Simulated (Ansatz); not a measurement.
# SiNH4 radical (SMILES N[SiH2]): single points off equilibrium

How do the functionals fare away from a minimum? The structure is a structure displaced at random from a GFN2-xTB minimum.

Program: Ansatz 0.2.0, Gaussian basis. Level of theory: single points in def2-TZVPP. These are calculated values, not measurements.

Cores are frozen in the correlated methods. Orbitals are unrestricted.

### 1 The system as given

SMILES `N[SiH2]`, 6 atoms, charge 0, spin multiplicity 2.

Atoms are counted from 1 here; the program's logs count them from 0.

Bond lengths: N1–Si2 1.831 Å, N1–H3 1.008 Å, N1–H4 1.018 Å, Si2–H5 1.423 Å, Si2–H6 1.472 Å. Angles: Si2–N1–H3 109.8°, Si2–N1–H4 116.3°, H3–N1–H4 104.6°, N1–Si2–H5 104.6°, N1–Si2–H6 101.9°, H5–Si2–H6 118.0°.

Coordinates:

```xyz
6
charge 0, multiplicity 2
N    -0.1307   -0.8924    0.0028
Si    0.3044    0.8824    0.1182
H     0.6522   -1.4122   -0.3626
H    -0.3626   -1.3579    0.8775
H     0.6632    1.2504   -1.2084
H    -0.9237    1.4604    0.6869
```

### 2 CCSD(T)/def2-TZVPP

run/in.yaml

```yaml
crystal:
  periodic: [false, false, false]
  atoms:
    - {symbol: N, position_ang: [-0.130700, -0.892400, 0.002800]}
    - {symbol: Si, position_ang: [0.304400, 0.882400, 0.118200]}
    - {symbol: H, position_ang: [0.652200, -1.412200, -0.362600]}
    - {symbol: H, position_ang: [-0.362600, -1.357900, 0.877500]}
    - {symbol: H, position_ang: [0.663200, 1.250400, -1.208400]}
    - {symbol: H, position_ang: [-0.923700, 1.460400, 0.686900]}
basis:
  gaussian: {orbitals: def2-TZVPP}
magnetization: {spin_polarized: true, initial_magnetization: 1}
correlation: {method: ccsd_t}
scf: {omitted_lower_state_checks: [cluster_reference]}
output: {forces: true}
```

Command:

```sh
ansatz run in.yaml --threads 4 --pin off --events-out ev --progress --plain --max-ram 5222MiB
```

### 3 PBE0-D4/def2-TZVPP

Changes to run/in.yaml since step 2:

```diff
@@ -12,4 +12,3 @@
 magnetization: {spin_polarized: true, initial_magnetization: 1}
-correlation: {method: ccsd_t}
-scf: {omitted_lower_state_checks: [cluster_reference]}
-output: {forces: true}
+hamiltonian: {xc: pbe0, dispersion: d4}
+output: {forces: true, orbitals: {seedname: orbitals}}
```

### 4 wB97M-V/def2-TZVPP

Changes to run/in.yaml since step 3:

```diff
@@ -12,3 +12,3 @@
 magnetization: {spin_polarized: true, initial_magnetization: 1}
-hamiltonian: {xc: pbe0, dispersion: d4}
-output: {forces: true, orbitals: {seedname: orbitals}}
+hamiltonian: {xc: {name: wB97M-V}}
+output: {forces: true}
```

### 5 r2SCAN-D4/def2-TZVPP

Changes to run/in.yaml since step 4:

```diff
@@ -12,3 +12,3 @@
 magnetization: {spin_polarized: true, initial_magnetization: 1}
-hamiltonian: {xc: {name: wB97M-V}}
+hamiltonian: {xc: r2scan, dispersion: d4}
 output: {forces: true}
```

### 6 PBE-D4/def2-TZVPP

Changes to run/in.yaml since step 5:

```diff
@@ -12,3 +12,3 @@
 magnetization: {spin_polarized: true, initial_magnetization: 1}
-hamiltonian: {xc: r2scan, dispersion: d4}
+hamiltonian: {xc: pbe, dispersion: d4}
 output: {forces: true}
```

### 7 B97M-V/def2-TZVPP

Changes to run/in.yaml since step 6:

```diff
@@ -12,3 +12,3 @@
 magnetization: {spin_polarized: true, initial_magnetization: 1}
-hamiltonian: {xc: pbe, dispersion: d4}
+hamiltonian: {xc: {name: B97M-V}}
 output: {forces: true}
```

### 8 wB97X-V/def2-TZVPP

Changes to run/in.yaml since step 7:

```diff
@@ -12,3 +12,3 @@
 magnetization: {spin_polarized: true, initial_magnetization: 1}
-hamiltonian: {xc: {name: B97M-V}}
+hamiltonian: {xc: {name: wB97X-V}}
 output: {forces: true}
```

(Steps that only read results are left out.)

What does the calculation give? Wanted: energy less free atoms, CCSD(T)/def2-TZVPP; RMS force component; RMS force error; HOMO and LUMO, PBE0-D4; T1 diagnostic.

The runs gave:

| quantity | value |
| --- | --- |
| energy less free atoms, CCSD(T)/def2-TZVPP | -1694.3 kJ/mol |
| RMS force component | 0.825 to 0.882 eV/Å over the methods |
| RMS force error | PBE0-D4 0.067, wB97M-V 0.048, r2SCAN-D4 0.043, PBE-D4 0.182, B97M-V 0.103, wB97X-V 0.067 eV/Å |
| HOMO and LUMO, PBE0-D4 | -5.59 and -1.96 eV |
| T1 diagnostic | 0.017 |

Against CCSD(T) the functionals' energies less atoms differ by -73.3 to -41.4 kJ/mol, PBE-D4 by -73.3 kJ/mol. The reference is not at the basis limit: in triple zeta CCSD(T) underbinds, which counts against methods that bind more; the gaps are no ranking. On forces the order runs from r2SCAN-D4 to PBE-D4. Frozen-core CCSD(T) forces in triple zeta carry basis errors of their own, and this is one geometry, so small gaps rank nothing.
